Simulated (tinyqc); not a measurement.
Inside a calculation. Method: extended Hueckel theory, for LiF-. The parameters take no account of the charge, which enters only through the electron count, and nothing here shows that the anion is bound. One step of it, computed by the program tinyqc.

Task: Wolfsberg-Helmholz matrix. H_ij = K' S_ij (H_ii + H_jj)/2 for i != j (the diagonal keeps H_ii), with K' = 2.

overlap S, lower triangle:
```
            1Li 2s   1Li 2px   1Li 2py    1Li 2pz     2F 2s    2F 2px    2F 2py    2F 2pz
1Li 2s    1.000000
1Li 2px   0.000000  1.000000
1Li 2py   0.000000  0.000000  1.000000
1Li 2pz   0.000000  0.000000  0.000000   1.000000
2F 2s     0.272851  0.000000  0.000000   0.410975  1.000000
2F 2px    0.000000  0.134368  0.000000   0.000000  0.000000  1.000000
2F 2py    0.000000  0.000000  0.134368   0.000000  0.000000  0.000000  1.000000
2F 2pz   -0.069818  0.000000  0.000000  -0.075930  0.000000  0.000000  0.000000  1.000000
```

diagonal H_ii (eV): 1Li 2s -5.400000, 1Li 2px -3.500000, 1Li 2py -3.500000, 1Li 2pz -3.500000, 2F 2s -40.000000, 2F 2px -18.100000, 2F 2py -18.100000, 2F 2pz -18.100000

K = 2.000000

Give: H.

Result:

H (eV), lower triangle:
```
           1Li 2s  1Li 2px  1Li 2py   1Li 2pz     2F 2s    2F 2px    2F 2py    2F 2pz
1Li 2s    -5.4000
1Li 2px    0.0000  -3.5000
1Li 2py    0.0000   0.0000  -3.5000
1Li 2pz    0.0000   0.0000   0.0000   -3.5000
2F 2s    -12.3874   0.0000   0.0000  -17.8774  -40.0000
2F 2px     0.0000  -2.9024   0.0000    0.0000    0.0000  -18.1000
2F 2py     0.0000   0.0000  -2.9024    0.0000    0.0000    0.0000  -18.1000
2F 2pz     1.6407   0.0000   0.0000    1.6401    0.0000    0.0000    0.0000  -18.1000
```
